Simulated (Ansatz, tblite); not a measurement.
# The cluster AgBr2−: one state, many levels

One table from this session's results is given with a row withheld; the runs are named, their logs left out.

Method: as each input shows; program: Ansatz 0.2.0, Gaussian basis.

Levels to be run: GFN1-xTB, GFN2-xTB, PBE-D4/def2-TZVPD, r2SCAN-D4/def2-TZVPD, CAM-B3LYP-D4/def2-TZVPD, PBE-QIDH/def2-TZVPD, revPBE-D4/def2-TZVPD, LDA/def2-TZVPD, HSE06-D4/def2-TZVPD, PBE+5HF/def2-TZVPD, PBE+10HF/def2-TZVPD, PBE+15HF/def2-TZVPD, PBE+35HF/def2-TZVPD, PBE+50HF/def2-TZVPD, PBE-D4/def2-SVPD, PBE0-D4/def2-SVPD, CCSD(T)/def2-TZVPPD, MP2/def2-TZVPD, RPA/def2-TZVPD.

3 further runs of the same task are left out: 3 set aside as unsound or not needed.

## The relaxed structure

The geometry is that of the singlet, from an earlier relaxation (PBE-D4/def2-TZVPD). At that level it is the lowest of the isomers that a small search found.

3 atoms, charge -1, spin multiplicity 1.

Bond lengths: Ag1–Br2 2.470 Å, Ag1–Br3 2.470 Å. Angles: Br2–Ag1–Br3 180.0°.

Ag takes a core potential in the def2 sets. No spin-orbit coupling is included. The ion is computed in the gas phase, without counter-ions or solvent.

PBE0-D4/def2-TZVPD was run before; its log isn't repeated, and its numbers join the tables.

The first run:

Tight binding, by tblite at 300 K electronic temperature and without a spin-polarisation term:

```python
tblite.interface.Calculator('GFN1-xTB', numbers, positions, charge=-1, uhf=0).singlepoint()
```

Tight binding, by tblite at 300 K electronic temperature and without a spin-polarisation term:

```python
tblite.interface.Calculator('GFN2-xTB', numbers, positions, charge=-1, uhf=0).singlepoint()
```

start.molden holds the orbitals of an earlier run on this state, given as this run's starting guess.

Input file in.yaml:

```yaml
crystal:
  periodic: [false, false, false]
  atoms:
    - {symbol: Ag, position_ang: [0.000278, -0.000123, -0.000104]}
    - {symbol: Br, position_ang: [-0.336722, 1.315186, -2.063759]}
    - {symbol: Br, position_ang: [0.336445, -1.315063, 2.063863]}
basis:
  gaussian: {orbitals: def2-TZVPD, initial_orbitals: start.molden}
total_charge: -1
hamiltonian: {xc: pbe, dispersion: d4}
scf: {omitted_lower_state_checks: [starts]}
output: {orbitals: {seedname: orbitals}}
```

Started as:

```
$ ansatz run in.yaml --threads 4 --pin off --events-out ev --progress --plain --max-ram 3916MiB
```

Steps of the session up to this table: PBE-D4/def2-TZVPD; r2SCAN-D4/def2-TZVPD; CAM-B3LYP-D4/def2-TZVPD; PBE-QIDH/def2-TZVPD; revPBE-D4/def2-TZVPD; LDA/def2-TZVPD; HSE06-D4/def2-TZVPD; PBE+5HF/def2-TZVPD; PBE+10HF/def2-TZVPD; PBE+15HF/def2-TZVPD; PBE+35HF/def2-TZVPD; PBE+50HF/def2-TZVPD; PBE-D4/def2-SVPD; PBE0-D4/def2-SVPD; CCSD(T)/def2-TZVPPD; MP2/def2-TZVPD; RPA/def2-TZVPD.

One table of the session follows, with a row left open; its other results are not shown here.

| level | HOMO (eV) | LUMO (eV) | gap (eV) |
| --- | --- | --- | --- |
| LDA/def2-TZVPD | -1.88 | 2.14 | 4.02 |
| PBE-D4/def2-SVPD | -1.72 | 2.34 | 4.06 |
| PBE-D4/def2-TZVPD | -1.70 | 2.35 | 4.05 |
| revPBE-D4/def2-TZVPD | -1.64 | 2.41 | 4.05 |
| r2SCAN-D4/def2-TZVPD | -1.94 | 2.71 | 4.65 |
| PBE0-D4/def2-SVPD | -2.96 | 3.03 | 5.99 |
| PBE0-D4/def2-TZVPD | -2.94 | 3.01 | 5.95 |
| HSE06-D4/def2-TZVPD | -2.54 | 2.70 | 5.24 |
| CAM-B3LYP-D4/def2-TZVPD | -4.24 | 3.55 | 7.80 |
| PBE+5HF/def2-TZVPD | -1.95 | 2.49 | 4.44 |
| PBE+10HF/def2-TZVPD | -2.20 | 2.63 | 4.82 |
| PBE+15HF/def2-TZVPD | -2.44 | 2.76 | 5.20 |
| PBE+35HF/def2-TZVPD | -3.44 | 3.25 | 6.69 |
| PBE+50HF/def2-TZVPD | ? | ? | ? |

Estimate the missing values for PBE+50HF/def2-TZVPD.

As computed: HOMO (eV): -4.19; LUMO (eV): 3.57; gap (eV): 7.76. In the column «HOMO (eV)» it lies between CAM-B3LYP-D4/def2-TZVPD (-4.24) and PBE+35HF/def2-TZVPD (-3.44).
